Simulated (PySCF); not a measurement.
# BPH4 (SMILES BP) at B3LYP/STO-3G

What is the vertical singlet–triplet gap of BPH4 at B3LYP/STO-3G? Input form: a Python script.

The results are computed with PySCF 2.14.0.

4 further runs of the same task are left out: 4 set aside as unsound or not needed.

### Step 1. The molecule

BPH4 has 6 atoms, charge 0, and is taken as a singlet. As SMILES, `BP`. Geometry: relaxed at GFN2-xTB.

Bond lengths: B1–P2 1.841 Å, B1–H3 1.169 Å, B1–H4 1.169 Å, P2–H5 1.378 Å, P2–H6 1.378 Å. Angles: B1–P2–H5 103.7°, B1–P2–H6 103.7°, P2–B1–H3 119.5°, P2–B1–H4 119.5°, H5–P2–H6 96.8°, H3–B1–H4 120.3°.

### Step 2. A single-point energy at B3LYP/STO-3G

File run.py:

```python
from pyscf import gto, dft

molecule = gto.M(
    atom='''
B      0.002660    -0.867960     0.118880
P      0.378740     0.928770     0.259630
H     -0.777460    -1.351190     0.842930
H      0.659230    -1.540870    -0.575930
H      0.599110     1.319050    -1.043720
H     -0.862270     1.512200     0.398210
''',
    spin=0,
    verbose=3,
    charge=0,
    basis='sto-3g',
    max_memory=1860,
)

mf = dft.RKS(molecule, xc='b3lyp')
mf.grids.level = 5
mf.conv_tol = 1e-10
mf.kernel()
if not mf.converged:
    mf = mf.newton().run(mf.mo_coeff, mf.mo_occ)

energy = mf.e_tot
print('E(%s) = %.9f' % ('B3LYP', energy))
```

Command:

```
$ OMP_NUM_THREADS=1 python run.py
```

What it wrote:

```text
converged SCF energy = -364.410949747503
E(B3LYP) = -364.410949748
```

Wall time 4.5 s (1 thread of Arm Neoverse N1, shared host); peak memory 0.2 GiB.

### Step 3. The triplet at the same level

File input.py:

```python
from pyscf import gto, dft

mol = gto.Mole()
mol.atom = [
    ('B', (0.002660, -0.867960, 0.118880)),
    ('P', (0.378740, 0.928770, 0.259630)),
    ('H', (-0.777460, -1.351190, 0.842930)),
    ('H', (0.659230, -1.540870, -0.575930)),
    ('H', (0.599110, 1.319050, -1.043720)),
    ('H', (-0.862270, 1.512200, 0.398210)),
]
mol.basis = 'sto-3g'
mol.spin = 2
mol.max_memory = 1860
mol.charge = 0
mol.verbose = 3
mol.build()

calc0 = dft.UKS(mol)
calc0.xc = 'b3lyp'
calc0.conv_tol = 1e-10
calc0.grids.level = 5
calc0.kernel()
if not calc0.converged:
    calc0 = calc0.newton().run(calc0.mo_coeff, calc0.mo_occ)

energy = calc0.e_tot
print('E(%s) = %.9f' % ('B3LYP', energy))
```

Command:

```
$ OMP_NUM_THREADS=1 python input.py
```

What it wrote:

```text
WARN: HOMO -0.0402240411130983 >= LUMO -0.237371785425157

WARN: HOMO 0.0716054215001678 >= LUMO -0.15271340059671

WARN: HOMO -0.00113104490230975 >= LUMO -0.121990606537502

WARN: HOMO -0.00678070738238556 >= LUMO -0.136568752025842

WARN: HOMO 0.00660258879654052 >= LUMO -0.130535922286135

WARN: HOMO 0.00266223742431271 >= LUMO -0.129677225392745

WARN: HOMO 0.00145325641974459 >= LUMO -0.12918900166122

WARN: HOMO 0.00111257701934009 >= LUMO -0.129155808908851

WARN: HOMO 0.00103882931299104 >= LUMO -0.129151022211172

WARN: HOMO 0.00104652579194353 >= LUMO -0.129151056045636

WARN: HOMO 0.00104551197807257 >= LUMO -0.129151052707423

WARN: HOMO 0.00104599588023435 >= LUMO -0.129151102099303

converged SCF energy = -364.237030654156  <S^2> = 2.0030271  2S+1 = 3.0020174
E(B3LYP) = -364.237030654
```

Wall time 8.4 s (1 thread of Arm Neoverse N1, shared host); peak memory 0.2 GiB.

### Step 4. Outcome

At B3LYP/STO-3G:

```
                                        quantity          value
                           singlet: total energy  -364.41095 Eh
                          singlet: dipole moment         1.08 D
                            singlet: HOMO energy       -4.69 eV
                            singlet: LUMO energy        1.52 eV
                          singlet: HOMO–LUMO gap        6.21 eV
                           triplet: total energy  -364.23703 Eh
                          triplet: dipole moment         4.60 D
     triplet: HOMO energy (highest over α and β)        0.03 eV
                                   triplet: ⟨S²⟩          2.003
vertical energy of the triplet above the singlet       4.733 eV
```

**Reading.** At this shape the triplet lies 4.73 eV (457 kJ/mol) above the singlet. In a minimal basis such a difference can be off by several eV, whatever the method. Mulliken charges (singlet) run from -0.06 on H5 to +0.26 on P2. Mulliken charges (triplet) run from -0.25 on B1 to +0.50 on P2.
